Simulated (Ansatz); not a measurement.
This geometry of BH6NO (9 atoms, charge 0, multiplicity 1) is a first-order saddle point.

These are results of RKS PBE0/def2-SVP (Ansatz 0.2.0), not measurements.

```xyz
9
Properties=species:S:1:pos:R:3
B 0.162 0.342 0.200
O -0.281 -0.209 1.647
H -1.170 -0.580 1.613
H 1.290 -0.036 -0.043
H -0.702 0.078 -0.620
N 0.083 1.816 0.718
H 0.963 2.316 0.807
H -0.601 2.420 0.271
H -0.303 0.954 1.709
```

**Question.** Which two structures does it join? (They come from a converged band through this point; their orientation in space is the band's.)

**Answer.** Bonds broken: B1–O2, N6–H9. Bonds formed: O2–H9. BH6NO becomes BH4N + H2O.

First end point:

```xyz
9
Properties=species:S:1:pos:R:3
B 0.052 0.153 0.382
O -0.515 -0.494 1.521
H -1.415 -0.769 1.345
H 1.238 -0.115 0.189
H -0.631 0.168 -0.646
N 0.155 1.783 0.799
H 0.633 2.325 0.079
H -0.764 2.195 0.964
H 0.687 1.859 1.668
```

Last end point:

```xyz
9
Properties=species:S:1:pos:R:3
B 0.264 0.636 -0.271
O -0.396 -0.384 2.376
H -1.223 -0.669 1.973
H 1.333 0.082 -0.316
H -0.738 0.138 -0.730
N 0.178 1.910 0.294
H 0.984 2.413 0.644
H -0.672 2.461 0.292
H -0.290 0.515 2.041
```

**Question.** How far does it lie above each of them?

**Answer.** 21.0 kcal/mol above the first and 7.4 kcal/mol above the second. This is the barrier of this one path; another mechanism may lie lower. The orbitals stay closed-shell, which can raise the energy where a bond breaks towards radicals; this wasn't checked here.

Time of the run: 89 s on 2 threads of Arm Neoverse V2, on a shared host, peak memory 0.13 GiB.
